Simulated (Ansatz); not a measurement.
in.yaml

```yaml
crystal:
  periodic: [false, false, false]
  atoms:
    - {symbol: N, position_ang: [-0.000001, -0.314819, 1.272006]}
    - {symbol: Ga, position_ang: [-0.000063, -0.094150, -0.455975]}
    - {symbol: P, position_ang: [-0.000017, -0.148689, -2.619423]}
    - {symbol: H, position_ang: [0.000080, 0.557658, 1.803392]}
basis:
  gaussian: {orbitals: cc-pVDZ}
magnetization: {spin_polarized: true, initial_magnetization: 2}
correlation: {method: ccsdt_q, electrons: outside_noble_gas}
```

```sh
$ ansatz run in.yaml --threads 1 --pin off --events-out ev --progress --plain --max-ram 2393MiB
```

Output:

```
1242 factors; integrals over basis functions are off by at most 2.4e-7 eV
mean field evaluation 1: about -63094.3061 eV, gradient 3.3e1 eV
mean field evaluation 2: about -63094.3159 eV, gradient 3.3e1 eV
mean field evaluation 4: about -63100.2716 eV, gradient 4.2e0 eV
mean field evaluation 8: about -63100.5864 eV, gradient 7.6e-1 eV
mean field evaluation 16: about -63100.9433 eV, gradient 6.0e-4 eV
mean field evaluation 32: about -63100.3849 eV, gradient 2.0e0 eV
mean field evaluation 64: about -63100.3859 eV, gradient 4.8e-1 eV
mean field evaluation 96: about -63100.3584 eV, gradient 6.3e-1 eV
mean field evaluation 128: about -63100.9423 eV, gradient 1.1e-1 eV
mean field evaluation 160: about -63098.4495 eV, gradient 2.0e0 eV
...
cycle  19  -9.30632258 eV  change   -4.4e-5 eV  update   1.2e-4
cycle  20  -9.30650780 eV  change   -1.9e-4 eV  update   7.7e-5
cycle  21  -9.30663528 eV  change   -1.3e-4 eV  update   3.7e-5
cycle  22  -9.30668719 eV  change   -5.2e-5 eV  update   2.0e-5
cycle  23  -9.30670399 eV  change   -1.7e-5 eV  update   1.4e-5
cycle  24  -9.30669288 eV  change    1.1e-5 eV  update   8.5e-6
cycle  25  -9.30668629 eV  change    6.6e-6 eV  update   5.3e-6
cycle  26  -9.30667616 eV  change    1.0e-5 eV  update   3.6e-6
cycle  27  -9.30667412 eV  change    2.0e-6 eV  update   2.2e-6
cycle  28  -9.30667370 eV  change    4.2e-7 eV  update   1.3e-6
perturbative correction -0.07327605 eV, -0.0026928453 hartree
Total energy: -63110.32326226 eV, -2319.2616021744 hartree
```

Ran on 1 thread of Arm Neoverse V1, shared host: 4.8 min wall, 0.81 GiB peak host memory.
